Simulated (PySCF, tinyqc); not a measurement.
Worked calculation: CISD on RHF in the sto-6g basis, frozen core, for BH, spin multiplicity 1. The lowest restricted solution is unstable here: a spin-polarised one lies 0.0057 hartree lower (PySCF). One step of it, computed by the program tinyqc.

Question. CISD: determinants and Hamiltonian. Slater-Condon rules over spin orbitals, with the nuclear repulsion and the energy of the frozen orbital added and E(HF) subtracted on the diagonal. Only determinants linked to the reference directly or through others are kept (one block of an abelian symmetry group), so some states are absent.

one-electron integrals dressed by the frozen orbital, h + 2 (pq|11) - (p1|1q) (hartree), lower triangle:
```
           2          3          4          5          6
2  -1.700540
3   0.001917  -1.468420
4   0.000000   0.000000  -1.449127
5   0.000000   0.000000   0.000000  -1.449127
6  -0.122934  -0.075799   0.000000   0.000000  -1.268950
```

energy of the frozen orbital, 2 h_11 + (11|11) = -22.58093639 hartree

Two-electron integrals over orbitals (pq|rs), unique and non-zero (hartree); the lowest 1 orbital is frozen and left out:
```
(22|22) 0.475026    (32|22) 0.010255    (32|32) 0.119308    (33|22) 0.435710
(33|32) -0.012172   (33|33) 0.476166    (42|42) 0.084280    (43|42) -0.041500
(43|43) 0.037715    (44|22) 0.475057    (44|32) -0.077830   (44|33) 0.434648
(44|44) 0.587109    (52|52) 0.084280    (53|52) -0.041500   (53|53) 0.037715
(54|54) 0.031641    (55|22) 0.475057    (55|32) -0.077830   (55|33) 0.434648
(55|44) 0.523827    (55|55) 0.587109    (62|22) 0.053285    (62|32) -0.023319
(62|33) -0.020215   (62|44) 0.083105    (62|55) 0.083105    (62|62) 0.095628
(63|22) 0.017603    (63|32) -0.110078   (63|33) 0.017273    (63|44) 0.092286
(63|55) 0.092286    (63|62) 0.059653    (63|63) 0.137270    (64|42) 0.028620
(64|43) 0.001883    (64|64) 0.026597    (65|52) 0.028620    (65|53) 0.001883
(65|65) 0.026597    (66|22) 0.481970    (66|32) 0.055071    (66|33) 0.464413
(66|44) 0.442617    (66|55) 0.442617    (66|62) 0.020952    (66|63) -0.028731
(66|66) 0.538897
```

nuclear repulsion = 1.53920073 hartree

Hartree-Fock energy = -24.92423948 hartree

Give: determinants; H - E(HF) between determinants.

Answer.

Occupation strings over the orbitals (2 doubly, a alpha, b beta, 0 empty; spin orbitals ordered 1a 1b 2a 2b ...): 222000 22a00b 2a200b 22b00a 2b200a 220200 2ab200 220020 2ab020 220002 2ab002 2ba200 202200 2ba020 202020 2ba002 202002

H - E(HF) between determinants (hartree), lower triangle:
```
        222000  22a00b  2a200b  22b00a  2b200a  220200  2ab200  220020
222000   0.000
22a00b   0.000   0.304
2a200b   0.000   0.005   0.478
22b00a   0.000  -0.137  -0.060   0.304
2b200a   0.000  -0.060  -0.096   0.005   0.478
220200   0.038   0.002   0.000  -0.002   0.000   0.377
2ab200   0.042   0.000  -0.002   0.029   0.000  -0.102   0.536
220020   0.038   0.002   0.000  -0.002   0.000   0.032   0.000   0.377
2ab020   0.042   0.000  -0.002   0.029   0.000   0.000   0.032  -0.102
220002   0.137  -0.046   0.110   0.046  -0.110   0.027   0.000   0.027
2ab002  -0.060  -0.110   0.046   0.041   0.023   0.000   0.027   0.000
2ba200  -0.042   0.029   0.000   0.000  -0.002   0.102  -0.119   0.000
202200   0.084   0.000   0.029   0.000  -0.029   0.119  -0.124   0.000
2ba020  -0.042   0.029   0.000   0.000  -0.002   0.000   0.000   0.102
202020   0.084   0.000   0.029   0.000  -0.029   0.000   0.000   0.119
2ba002   0.060   0.041   0.023  -0.110   0.046   0.000   0.000   0.000
202002   0.096   0.023  -0.032  -0.023   0.032   0.000   0.000   0.000

        2ab020  220002  2ab002  2ba200  202200  2ba020  202020  2ba002
2ab020   0.536
220002   0.000   0.694
2ab002   0.027   0.063   0.810
2ba200   0.000   0.000   0.000   0.536
202200   0.000   0.000   0.000   0.124   0.774
2ba020  -0.119   0.000   0.000   0.032   0.000   0.536
202020  -0.124   0.000   0.000   0.000   0.032   0.124   0.774
2ba002   0.000  -0.063  -0.119   0.027   0.000   0.027   0.000   0.810
202002   0.000   0.119   0.040   0.000   0.027   0.000   0.027  -0.040

        202002
202002   1.006
```
